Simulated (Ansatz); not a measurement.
Relaxation of C₂H₃F₂N (8 atoms, charge 0, multiplicity 1), to a largest force component of 0.015 eV/Å in at most 40 steps.

Theory: Ansatz, RKS PBE/def2-SVP.

```xyz
8
Properties=species:S:1:pos:R:3:forces:R:3
N -0.414 0.703 0.967 -0.46 3.85 -1.14
C -0.168 -0.375 0.210 0.69 -1.03 -0.60
C 0.224 -0.441 -1.071 0.26 -0.42 0.32
F 0.572 -1.634 -1.622 -0.28 1.18 -0.39
F 0.458 0.681 -1.785 0.12 -0.73 -0.37
H -0.227 0.677 1.941 0.26 -0.34 1.29
H -0.080 1.613 0.547 -0.47 -0.99 0.56
H -0.273 -1.280 0.757 -0.11 -1.51 0.33
```

Question: Where does it end, and by what steps?

Answer: It converged. After 6 steps the energy has fallen by 0.317 eV; F4 moved furthest, 0.15 Å.

```json
{"step": "0", "energy less start (eV)": "0.0000", "largest force component (eV/Å)": "3.851", "accepted": "yes"}
{"step": "1", "energy less start (eV)": "-0.2409", "largest force component (eV/Å)": "1.387", "accepted": "yes"}
{"step": "2", "energy less start (eV)": "-0.2968", "largest force component (eV/Å)": "0.567", "accepted": "yes"}
{"step": "3", "energy less start (eV)": "-0.3092", "largest force component (eV/Å)": "0.267", "accepted": "yes"}
{"step": "4", "energy less start (eV)": "-0.3162", "largest force component (eV/Å)": "0.049", "accepted": "yes"}
{"step": "5", "energy less start (eV)": "-0.3164", "largest force component (eV/Å)": "0.042", "accepted": "yes"}
{"step": "6", "energy less start (eV)": "-0.3165", "largest force component (eV/Å)": "0.015", "accepted": "yes"}
```

```xyz
8
Properties=species:S:1:pos:R:3
N -0.480 0.745 0.970
C -0.130 -0.417 0.265
C 0.296 -0.449 -1.012
F 0.492 -1.559 -1.722
F 0.528 0.649 -1.745
H -0.128 0.751 1.932
H -0.186 1.603 0.492
H -0.300 -1.381 0.764
```

Whether the end is a true minimum wasn't checked by a vibrational analysis.

The run took 36 s on 1 thread of Intel(R) Xeon(R) Processor @ 2.50GHz (Skylake/Cascade Lake) (shared host), peak memory 0.13 GiB.
